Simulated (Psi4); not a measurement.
**BNH3F (SMILES NBF): a chain of runs**

Aim: a geometry optimisation (wB97X-D/6-31G*), then vibrational wavenumbers of BNH3F. 

The calculation is run with Psi4 1.11.

**1. The system as given**

BNH3F: 6 atoms, total charge 0, spin state singlet. SMILES: `NBF`. The shape is that of a PBE0-D4/def2-TZVP optimisation. The run starts from this shape.

Bond lengths: N1–B2 1.389 Å, B2–F3 1.337 Å, N1–H4 1.004 Å, N1–H5 1.006 Å, B2–H6 1.196 Å. Angles: N1–B2–F3 119.2°, N1–B2–H6 121.8°, F3–B2–H6 119.0°, B2–N1–H4 122.4°, B2–N1–H5 122.9°, H4–N1–H5 114.6°.

**2. A structure relaxation at wB97X-D/6-31G(d) (density fitting, Cartesian functions) (run 1)**

Contents of job.inp:

```
memory 1.6 GB

molecule {
  0 1
  N
  B 1 r2
  F 2 r3 1 a3
  H 1 r4 2 a4 3 d4
  H 1 r5 4 a5 2 d5
  H 2 r6 3 a6 1 d6

  r2 = 1.389461
  r3 = 1.337485
  a3 = 119.24287
  r4 = 1.0037
  a4 = 122.42334
  d4 = -179.98002
  r5 = 1.006331
  a5 = 114.64607
  d5 = -179.99153
  r6 = 1.196401
  a6 = 118.9791
  d6 = 179.9954
}

set globals {
  basis 6-31G*
  geom_maxiter 60
}

optimize("wb97x-d")
```

On the command line:

```sh
$ psi4 -i job.inp -o job.out -n 1
```

job.out:

```text
[...]
  Running in c1 symmetry.
[...]
  Nuclear repulsion =   65.180610846743804
[...]
  Multiplicity = 1
[...]
  Nalpha       = 12
  Nbeta        = 12
[...]
    Number of basis functions: 51
[...]
   @DF-RKS iter   1:  -181.15303483504971   -5.59786e-01   1.15705e-02 DIIS/ADIIS
[...]
   @DF-RKS iter   7:  -181.29029163062850    1.13687e-13   3.19279e-09 DIIS
[...]
    Orbital Energies [Eh]
    ---------------------
    Doubly Occupied:
       1A    -24.802602     2A    -14.449488     3A     -6.889710
       4A     -1.278639     5A     -0.966991     6A     -0.630680
       7A     -0.607440     8A     -0.561695     9A     -0.512233
      10A     -0.508136    11A     -0.417528    12A     -0.370863
[...]
  @DF-RKS Final Energy:  -181.29029163062850
   => Energetics <=
    Nuclear Repulsion Energy =             64.9298953832147134
    One-Electron Energy =                -377.7497982222455448
    Two-Electron Energy =                 147.2520865772991385
    DFT Exchange-Correlation Energy =     -15.7215593665316415
    Empirical Dispersion Energy =          -0.0009160023651957
    VV10 Nonlocal Energy =                  0.0000000000000000
    Total Energy =                       -181.2902916306285022
[...]
 Multipole Moments:
 ------------------------------------------------------------------------------------
     Multipole            Electronic (a.u.)      Nuclear  (a.u.)        Total (a.u.)
 ------------------------------------------------------------------------------------
 L = 1.  Multiply by 2.5417464519 to convert [e a0] to [Debye]
 Dipole X            :          0.0000850           -0.0000184            0.0000666
 Dipole Y            :         -2.2006859            2.4711370            0.2704511
 Dipole Z            :          2.5626845           -3.4716777           -0.9089932
 Magnitude           :                                                    0.9483736
[...]
  -Total Gradient:
     Atom            X                  Y                   Z
    ------   -----------------  -----------------  -----------------
       1       -0.000002889682    -0.000011235229     0.000041196209
       2        0.000007523421    -0.000138532039     0.000009388834
       3       -0.000002173348     0.000062347670     0.000033465630
       4        0.000000563871    -0.000071550212    -0.000014026907
       5       -0.000000151870    -0.000087344112     0.000018446276
       6       -0.000002966763    -0.000014494875     0.000035476381
[...]
    Final optimized geometry and variables:
    Molecular point group: c1
    Full point group: C1
    Geometry (in Angstrom), charge = 0, multiplicity = 1:
    N
    B             1          r2
    F             2          r3      1          a3
    H             1          r4      2          a4      3          d4
    H             1          r5      4          a5      2          d5
    H             2          r6      3          a6      1          d6
    a3        =  119.4723371893
    a4        =  122.5067001797
    a5        =  114.6376030616
    a6        =  119.0821626983
[...]
```

On the terminal:

```text
Optimizer: Optimization complete!
```

Wall time 38 s (1 thread of Intel Xeon at 2.50GHz (Skylake/Cascade Lake), shared host); peak memory 0.44 GiB.

Steps, from the record of the run:

| step | energy from the first frame kept (eV) | largest force (eV/Å) |
| --- | --- | --- |
| 0 | 0.0000 | 0.2163 |
| 1 | -0.0023 | 0.0238 |
| 2 | -0.0023 | 0.0071 |

After the run. Bond lengths: N1–B2 1.396 Å, B2–F3 1.342 Å, N1–H4 1.007 Å, N1–H5 1.009 Å, B2–H6 1.197 Å. Angles: N1–B2–F3 119.5°, N1–B2–H6 121.4°, F3–B2–H6 119.1°, B2–N1–H4 122.5°, B2–N1–H5 122.9°, H4–N1–H5 114.6°.

**3. The harmonic vibrations at wB97X-D/6-31G(d) (density fitting, Cartesian functions) (run 2)**

Contents of job.dat:

```
memory 1.6 GB

molecule mol {
  N
  B 1 1.396123
  F 2 1.341572 1 119.47232
  H 1 1.006967 2 122.50673 3 -179.99864
  H 1 1.00939 4 114.63754 2 -179.99591
  H 2 1.197372 3 119.08222 1 179.99534
}

set {
  reference                  rks
  t                          298.15
  rotational_symmetry_number 1
}

result, w = freq("wb97x-d/6-31G*", return_wfn=True)
```

On the command line:

```sh
$ psi4 -n 1 job.dat job.out
```

job.out:

```text
[...]
  Running in c1 symmetry.
[...]
  Nuclear repulsion =   64.929888169316044
[...]
  Multiplicity = 1
[...]
  Nalpha       = 12
  Nbeta        = 12
[...]
    Number of basis functions: 51
[...]
   @DF-RKS iter   1:  -181.15371564518944   -5.75652e-01   1.15397e-02 DIIS/ADIIS
[...]
   @DF-RKS iter  11:  -181.29028980834420   -5.40012e-13   1.86284e-09 DIIS
[...]
    Orbital Energies [Eh]
    ---------------------
    Doubly Occupied:
       1A    -24.802643     2A    -14.449345     3A     -6.889583
       4A     -1.278671     5A     -0.967084     6A     -0.630664
       7A     -0.607711     8A     -0.561641     9A     -0.512261
      10A     -0.508235    11A     -0.417603    12A     -0.370849
[...]
  @DF-RKS Final Energy:  -181.29028980834420
   => Energetics <=
    Nuclear Repulsion Energy =             64.9391241085410940
    One-Electron Energy =                -377.7673024104217347
    Two-Electron Energy =                 147.2609198915999968
    DFT Exchange-Correlation Energy =     -15.7221154993136523
    Empirical Dispersion Energy =          -0.0009158987498862
    VV10 Nonlocal Energy =                  0.0000000000000000
    Total Energy =                       -181.2902898083441983
[...]
 Multipole Moments:
 ------------------------------------------------------------------------------------
     Multipole            Electronic (a.u.)      Nuclear  (a.u.)        Total (a.u.)
 ------------------------------------------------------------------------------------
 L = 1.  Multiply by 2.5417464519 to convert [e a0] to [Debye]
 Dipole X            :          0.0000845           -0.0000180            0.0000665
 Dipole Y            :         -2.2005431            2.4711377            0.2705946
 Dipole Z            :          2.5639955           -3.4716793           -0.9076838
 Magnitude           :                                                    0.9471596
[...]
  -Total Gradient:
     Atom            X                  Y                   Z
    ------   -----------------  -----------------  -----------------
       1       -0.000002845533    -0.000605160375    -0.000598020262
       2        0.000007465206     0.000054936711     0.000338439549
       3       -0.000002150876     0.000026446397     0.000007504864
       4        0.000000574208     0.000000445664     0.000036900497
       5       -0.000000206051     0.000598292488     0.000678312514
       6       -0.000002930117    -0.000336549699    -0.000339323167
[...]
  ==> Harmonic Vibrational Analysis <==
[...]
  Freq [cm^-1]                 436.2048            475.5150            620.6003
[...]
  IR activ [km/mol]             4.5070             251.3172            18.9896
[...]
  Freq [cm^-1]                 880.9891            932.5620           1102.6245
[...]
  IR activ [km/mol]             9.2709             42.1376              6.1214
[...]
  Freq [cm^-1]                1194.3340           1448.9768           1670.2038
[...]
  IR activ [km/mol]            74.9220             222.1852            197.5811
[...]
  Freq [cm^-1]                2675.6545           3651.5279           3760.4814
[...]
  IR activ [km/mol]            160.5165            34.6602             33.5052
[...]
  Total E_0, Enthalpy at 0 [K]                                                         -181.24734890 [Eh]
[...]
  Total H, Enthalpy at  298.15 [K]                                                     -181.24274851 [Eh]
[...]
  Total G, Gibbs energy at  298.15 [K]                                                 -181.27199074 [Eh]
[...]
```

Standard output:

```text
Warning: used thermodynamics relations inappropriate for low-frequency modes: ['436.2048' '475.5150' '620.6003']
```

It took 6 min on 1 thread of Intel Xeon at 2.50GHz (Skylake/Cascade Lake), shared host; peak memory 0.42 GiB.

**4. Outcome**

```
                                                                        quantity             value
                                  run 1, wB97X-D/6-31G*: total energy at the end     -181.29029 Eh
                                            run 1, wB97X-D/6-31G*: dipole moment            2.41 D
                                              run 1, wB97X-D/6-31G*: HOMO energy         -10.09 eV
                                              run 1, wB97X-D/6-31G*: LUMO energy           3.60 eV
                                            run 1, wB97X-D/6-31G*: HOMO–LUMO gap          13.69 eV
                                        run 1, wB97X-D/6-31G*: dispersion energy      -2.40 kJ/mol
                               run 2, wB97X-D/6-31G*: lowest harmonic wavenumber          436 cm⁻¹
                              run 2, wB97X-D/6-31G*: highest harmonic wavenumber         3760 cm⁻¹
                                        run 2, wB97X-D/6-31G*: zero-point energy      112.7 kJ/mol
run 2, wB97X-D/6-31G*: ideal-gas entropy at 298.15 K (symmetry number 1 as used)  61.5 cal/(mol K)
```

**Reading.** The optimisation (run 1, wB97X-D/6-31G*) took 3 steps and changed the energy by -0.002 eV. All 12 modes (run 2, wB97X-D/6-31G*) are real, so the shape is a minimum at this level.
